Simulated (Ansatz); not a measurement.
Relaxation of C3H4O2 (9 atoms, charge 0, multiplicity 1), to a largest force component of 0.02 eV/Å in at most 50 steps.

These are results of UKS PBE0-D4/STO-3G in Ansatz, not measurements.

```xyz
9
Properties=species:S:1:pos:R:3
O 0.227 1.844 -0.766
C 0.025 0.720 -0.297
C 0.834 -0.295 -0.022
C -0.240 -1.063 0.457
O -1.040 0.112 0.071
H -0.707 2.306 -0.816
H 1.954 -0.473 -0.079
H -0.578 -1.927 -0.137
H -0.385 -1.270 1.573
```

Q: Where does it end, and by what steps?

A: The run converged. Limits of this set-up: minimal basis. After 6 steps the energy has fallen by 2.152 eV; O1 moved furthest, 0.16 Å. The start is strongly strained (largest force component 12 eV/Å).

```
step  energy less start (eV)  largest force component (eV/Å)  accepted
   0                  0.0000                          11.905       yes
   1                 -1.9467                           2.951       yes
   2                 -2.1268                           0.659       yes
   3                 -2.1398                           0.319       yes
   4                 -2.1458                           0.238       yes
   5                 -2.1518                           0.133       yes
   6                 -2.1524                           0.017       yes
```

```xyz
9
Properties=species:S:1:pos:R:3
O 0.206 1.994 -0.827
C 0.117 0.716 -0.304
C 0.940 -0.314 -0.003
C -0.293 -1.077 0.467
O -1.134 0.127 0.099
H -0.766 2.301 -0.820
H 2.001 -0.533 -0.058
H -0.603 -1.964 -0.122
H -0.379 -1.296 1.550
```

Run time: 9.7 s on 1 thread of Intel(R) Xeon(R) 6975P-C (Granite Rapids) (shared host), peak memory 0.14 GiB.
